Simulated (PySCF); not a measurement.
**Dipole moment and polarisability of MgMe(SiH3)**

Compound: MgMe(SiH3), CH6MgSi.
Structure used (PBE0-D3(BJ)/def2-SVP), in Å, numbered top down from 1:
```xyz
9
CH6MgSi angstrom
Mg     0.0120    0.0176    0.2801
C     -0.0007   -0.0053    2.3738
H     -1.0098   -0.2049    2.7751
H      0.3311    0.9552    2.8050
H      0.6650   -0.7862    2.7811
Si     0.0034    0.0089   -2.3112
H      1.3311    0.3796   -2.9119
H     -0.9908    0.9705   -2.9014
H     -0.3414   -1.3353   -2.8906
```

Level: PBE0/def2-SVPD (PySCF), static field, nuclei fixed, core orbitals frozen in the response. The polarisability tensor in these axes (au):

```
x    67.23   0.00   0.00
y     0.00  67.24  -0.08
z     0.00  -0.08 107.19
```

**Question.** Diagonalise the tensor; give its mean and Δα, where Δα² is half the sum of the squared differences of the eigenvalues.

**Answer.** Principal values 67.23, 67.24 and 107.19 au; mean 80.56 au = 11.94 Å³ = 13.28 × 10⁻⁴⁰ C²·m²/J; Δα = 39.95 au (50 % of the mean).

**Question.** What is the dipole moment, and where does it point?

**Answer.** (0.03, 0.04, 1.05) D, 1.05 D in size, pointing from the negative to the positive side. Measured along this direction, the outermost atoms are H9, H8 and H7 at the negative end and H4, H5 and H3 at the positive end.

**Question.** What depolarisation ratio follows for Rayleigh scattering of linearly polarised light, taking the static tensor?

**Answer.** ρ = 3Δα²/(45ᾱ² + 4Δα²) = 4788.2/(292011 + 6384.3) = 0.016.

**Question.** In TDDFT the mean static polarisability is Σ f/ω² over all singlet excitations (ω in hartree). How much of it do the 10 lowest give? Their energies (eV) and oscillator strengths: 4.59, 0.0110; 4.59, 0.0109; 5.28, 0.5352; 6.12, 0.1536; 6.12, 0.1578; 6.16, 0.0079; 6.39, 0.0003; 6.79, 0.0078; 6.79, 0.0080; 7.17, 0.0049.

**Answer.** They add up to 21.61 au, 26.8 % of the 80.56 au; the largest single term is 14.20 au, from the state at 5.28 eV. Terms in order: 0.39, 0.38, 14.20, 3.04, 3.12, 0.15, 0.00, 0.12, 0.13, 0.07 au. Higher excitations give the rest. The strengths listed sum to 0.897.

**Question.** In a dilute gas of rigid molecules at 273 K, how does the orientational term μ²/3kT compare with the electronic polarisability?

**Answer.** In Gaussian units μ²/3kT = 9.77 Å³ against 11.94 Å³, a ratio of 0.82; the Debye molar polarisation (4π/3)N_A(α + μ²/3kT) is 54.8 cm³/mol, leaving out the vibrational part.

**Question.** Traceless (Buckingham) quadrupole moment about the centre of nuclear charge: eigenvalues?

**Answer.** -13.85, 6.92, 6.92 D·Å. The values depend on the origin, since the dipole doesn't vanish. The electronic extent ⟨r²⟩ about the same centre is 658 bohr², a root-mean-square distance of 2.20 Å for the 38 electrons.

**Question.** What would n − 1 = 2πNα be for an ideal gas of these molecules at 350 K and 1 atm, electronic part alone?

**Answer.** N = p/kT = 2.0968 × 10¹⁹ cm⁻³, so n − 1 = 2π × N × 11.94 × 10⁻²⁴ cm³ = 1573 × 10⁻⁶ at long wavelengths.

Isolated species at its PBE0-D3(BJ)/def2-SVP geometry, gas phase.
